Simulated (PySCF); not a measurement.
# SiH4O: a look at the electrons

For SiH4O, the scripts below analyse its density (charges, bond critical points, surface potential), see where an electron leaves and enters and measure its response to a uniform field.

Computed with PySCF 2.14.0. Level: levels as typed in each script, gas phase, geometry from GFN2-xTB.

## (1) The system as given

SMILES `O[SiH3]`, 6 atoms, charge 0, spin multiplicity 1.

Bond lengths: O1–Si2 1.627 Å, O1–H3 0.951 Å, Si2–H4 1.459 Å, Si2–H5 1.464 Å, Si2–H6 1.460 Å. Angles: Si2–O1–H3 123.1°, O1–Si2–H4 106.7°, O1–Si2–H5 109.9°, O1–Si2–H6 106.5°, H4–Si2–H5 110.7°, H4–Si2–H6 111.9°, H5–Si2–H6 110.8°.

As a file:

| atom | x (Å) | y (Å) | z (Å) |
| --- | --- | --- | --- |
| O1 | -1.08951 | -0.11344 | -0.00106 |
| Si2 | 0.53241 | 0.01121 | 0.00003 |
| H3 | -1.66825 | 0.64154 | 0.00467 |
| H4 | 1.00412 | -0.62989 | -1.22239 |
| H5 | 0.92460 | 1.42149 | 0.02983 |
| H6 | 1.00191 | -0.68259 | 1.19593 |

## (2) Density, bond paths and surface potential (wB97X/def2-tzvp)

input.py

```python
import numpy as np
from pyscf import gto, scf, dft
from pyscf.scf import atom_ks, atom_hf
from scipy.linalg import block_diag

def solve(mol, dm0=None, hcore=None):
    mf = (dft.UKS if mol.spin else dft.RKS)(mol, xc='wb97x')
    mf.grids.level = 3
    mf = mf.density_fit(auxbasis='def2-universal-jkfit')
    mf.conv_tol, mf.max_cycle = 1e-8, 80
    if hcore is not None:
        mf.get_hcore = lambda *args: hcore
    mf.kernel(dm0)
    if not mf.converged:
        mf = mf.newton().run(mf.mo_coeff, mf.mo_occ, max_cycle=30)
    assert mf.converged, 'SCF not converged'
    return mf

mol = gto.M(atom='''
O     -1.08951    -0.11344    -0.00106
Si     0.53241     0.01121     0.00003
H     -1.66825     0.64154     0.00467
H      1.00412    -0.62989    -1.22239
H      0.92460     1.42149     0.02983
H      1.00191    -0.68259     1.19593
''', basis='def2-tzvp', charge=0, spin=0, verbose=4)
mf = solve(mol)
mf.analyze()
# spherically averaged free atoms, for the promolecule
atm = atom_ks.get_atm_nrks(mol, xc='wb97x')
pro = block_diag(*[(atm[a[0]][2] * atm[a[0]][3]) @ atm[a[0]][2].T for a in mol._atom])
np.savez('result.npz', e=mf.e_tot, c=mf.mo_coeff, occ=mf.mo_occ, eps=mf.mo_energy, pro=pro, dip=mf.dip_moment(verbose=0), s2=mf.spin_square()[0])
```

Launch:

```bash
OMP_NUM_THREADS=1 python input.py
```

## (4) Removing and adding an electron (wB97X/def2-tzvp)

input.py

```python
import numpy as np
from pyscf import gto, scf, dft
from pyscf.scf import atom_ks, atom_hf
from scipy.linalg import block_diag

def solve(mol, dm0=None, hcore=None):
    mf = (dft.UKS if mol.spin else dft.RKS)(mol, xc='wb97x')
    mf.grids.level = 3
    mf = mf.density_fit(auxbasis='def2-universal-jkfit')
    mf.conv_tol, mf.max_cycle = 1e-8, 80
    if hcore is not None:
        mf.get_hcore = lambda *args: hcore
    mf.kernel(dm0)
    if not mf.converged:
        mf = mf.newton().run(mf.mo_coeff, mf.mo_occ, max_cycle=30)
    assert mf.converged, 'SCF not converged'
    return mf

mol = gto.M(atom='''
O     -1.08951    -0.11344    -0.00106
Si     0.53241     0.01121     0.00003
H     -1.66825     0.64154     0.00467
H      1.00412    -0.62989    -1.22239
H      0.92460     1.42149     0.02983
H      1.00191    -0.68259     1.19593
''', basis='def2-tzvp', charge=0, spin=0, verbose=4)
mf = solve(mol)
out = dict(e0=mf.e_tot, dm0=mf.make_rdm1(), c=mf.mo_coeff, occ=mf.mo_occ, eps=mf.mo_energy)
for name, dq, spin in [('cation', 1, 1)]:
    ion = mol.copy().set(charge=mol.charge + dq, spin=spin).build()
    mi = solve(ion)
    if spin and dq > 0 and mol.nao < 130:
        c, _, stable, _ = mi.stability(return_status=True)
        if not stable:
            mi = solve(ion, mi.make_rdm1(c, mi.mo_occ))
    print(name, 'vertical energy change / eV', (mi.e_tot - mf.e_tot) * 27.211386)
    out.update({'e_' + name: mi.e_tot, 'dm_' + name: mi.make_rdm1(), 's2_' + name: mi.spin_square()[0], 'eps_' + name: mi.mo_energy, 'occ_' + name: mi.mo_occ})
# spherically averaged free atoms, for the promolecule
atm = atom_ks.get_atm_nrks(mol, xc='wb97x')
pro = block_diag(*[(atm[a[0]][2] * atm[a[0]][3]) @ atm[a[0]][2].T for a in mol._atom])
np.savez('result.npz', pro=pro, **out)
```

## (6) Response to an electric field (wB97X/def2-tzvp)

Changes to input.py since step 4:

```diff
@@ -26,13 +26,10 @@
 ''', basis='def2-tzvp', charge=0, spin=0, verbose=4)
+field = np.array([0.004, 0.0, 0.0])  # atomic units
+mol.set_common_orig(mol.atom_charges() @ mol.atom_coords() / mol.atom_charges().sum())
 mf = solve(mol)
-out = dict(e0=mf.e_tot, dm0=mf.make_rdm1(), c=mf.mo_coeff, occ=mf.mo_occ, eps=mf.mo_energy)
-for name, dq, spin in [('cation', 1, 1)]:
-    ion = mol.copy().set(charge=mol.charge + dq, spin=spin).build()
-    mi = solve(ion)
-    if spin and dq > 0 and mol.nao < 130:
-        c, _, stable, _ = mi.stability(return_status=True)
-        if not stable:
-            mi = solve(ion, mi.make_rdm1(c, mi.mo_occ))
-    print(name, 'vertical energy change / eV', (mi.e_tot - mf.e_tot) * 27.211386)
-    out.update({'e_' + name: mi.e_tot, 'dm_' + name: mi.make_rdm1(), 's2_' + name: mi.spin_square()[0], 'eps_' + name: mi.mo_energy, 'occ_' + name: mi.mo_occ})
+out = dict(dm0=mf.make_rdm1(), d0=mf.dip_moment(unit='AU'), e0=mf.e_tot)
+for name, sign in (('p', 1), ('m', -1)):
+    h = mf.get_hcore() + sign * np.einsum('x,xij->ij', field, mol.intor('int1e_r'))
+    mi = solve(mol, mf.make_rdm1(), h)
+    out.update({'dm' + name: mi.make_rdm1(), 'd' + name: mi.dip_moment(unit='AU'), 'e' + name: mi.e_tot})
 # spherically averaged free atoms, for the promolecule
```

(Steps that only read results are left out.)

Q: Predict the outcome of this session. Wanted: dipole moment; HOMO, LUMO; vertical ionisation energy; polarisability along the field.

As calculated:

| quantity | value |
| --- | --- |
| dipole moment (wB97X/def2-tzvp) | 1.38 D |
| HOMO, LUMO (wB97X/def2-tzvp) | -11.13, 2.19 eV |
| vertical ionisation energy (wB97X/def2-tzvp) | 11.42 eV |
| polarisability along the field (wB97X/def2-tzvp) | 28.9 bohr³ |

At wB97X/def2-tzvp: The highest Hirshfeld charge is on Si2 (+0.40 e), the lowest on O1 (−0.32 e). The ionisation energy from two SCF runs, 11.42 eV, lies 0.3 eV above −ε(HOMO) = 11.13 eV of the same level, wB97X/def2-tzvp. All values hold at the given geometry, in the gas phase.
